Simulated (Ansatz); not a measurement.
Relaxation of AlH5N2 (8 atoms, charge 0, multiplicity 1), to a largest force component of 0.03 eV/Å in at most 50 steps.

These are results of Ansatz 0.2.0, RKS B3LYP-D4/def2-SVP, not measurements.

```xyz
8
Properties=species:S:1:pos:R:3:forces:R:3
Al -0.961 -0.167 1.024 -0.04 0.01 -0.02
H 1.792 -0.072 1.232 0.25 0.11 -0.65
N 2.046 0.097 0.241 -0.18 -0.13 0.73
H 1.629 -0.641 -0.325 -0.02 0.02 -0.04
H 1.660 0.997 -0.038 -0.02 -0.01 -0.03
N -1.199 -0.095 -0.772 -0.02 -0.01 0.01
H -2.109 -0.275 -1.201 0.01 0.00 0.00
H -0.549 0.156 -1.516 0.01 0.00 0.00
```

**Question.** Where does it end, and by what steps?

**Answer.** The forces met the threshold. The force dipped under the threshold on the way, but the program's further checks kept it going. After 21 steps the energy has fallen by 0.019 eV; H7 moved furthest, 0.42 Å.

| step | energy less start (eV) | largest force component (eV/Å) | accepted |
| --- | --- | --- | --- |
| 0 | 0.0000 | 0.730 | yes |
| 1 | -0.0042 | 0.816 | yes |
| 2 | -0.0080 | 0.560 | yes |
| 3 | -0.0084 | 0.277 | yes |
| 4 | -0.0112 | 0.376 | yes |
| 5 | -0.0133 | 0.255 | yes |
| 6 | -0.0158 | 0.063 | yes |
| 7 | -0.0163 | 0.018 | yes |
| 8 | -0.0156 | 0.238 | no |
| 9 | -0.0168 | 0.033 | yes |
| 10 | -0.0153 | 0.263 | no |
| 11 | -0.0169 | 0.024 | yes |
| 12 | -0.0173 | 0.049 | yes |
| 13 | -0.0165 | 0.164 | no |
| 14 | -0.0175 | 0.036 | yes |
| 15 | -0.0177 | 0.053 | yes |
| 16 | -0.0179 | 0.086 | yes |
| 17 | -0.0182 | 0.063 | yes |
| 18 | -0.0185 | 0.019 | yes |
| 19 | -0.0186 | 0.040 | yes |
| 20 | -0.0187 | 0.067 | yes |
| 21 | -0.0189 | 0.027 | yes |

```xyz
8
Properties=species:S:1:pos:R:3
Al -1.104 0.133 1.018
H 1.997 -0.289 1.144
N 2.033 0.045 0.181
H 1.324 -0.454 -0.356
H 1.804 1.039 0.183
N -1.185 -0.130 -0.780
H -1.933 -0.659 -1.233
H -0.629 0.314 -1.512
```

Run time: 35 s on 1 thread of Arm Neoverse V2, on a shared host, peak memory 0.13 GiB.
